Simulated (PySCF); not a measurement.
## H: electron affinity

H- 1s2 (1S) → H 1s1 (2S), as a difference of total energies. All numbers are calculated (PySCF 2.14, scalar relativity by spin-free X2C-1e, in aug-cc-pVQZ-DK (5s4p3d2f, 46 functions)). Correlated levels: valence: nothing frozen. The calculations carry no spin-orbit coupling.

| method | electron affinity (eV) |
| --- | --- |
| UHF | -0.330 |
| LDA | 0.928 |
| PBE | 0.708 |
| PBE0 | 0.616 |
| r2SCAN | 0.714 |
| LC-wPBE | 0.640 |
| wB97X | 0.740 |
| PBEsol | 0.687 |
| M06-L | 0.590 |
| MP2 (valence) | 0.466 |
| SCS-MP2 (valence) | 0.626 |

Errors of the correlated levels include the incompleteness of this basis.

A negative affinity means that the anion lies above the atom at that level of theory.

In the anion the highest occupied orbital energy is positive at LDA, PBE, PBE0, r2SCAN, PBEsol, M06-L, a self-interaction effect; the basis confines that electron, and the energy difference can still be sensible.

For comparison: 0.754 eV (measured; photodetachment measurements, as compiled on the Wikipedia data page of electron affinities).
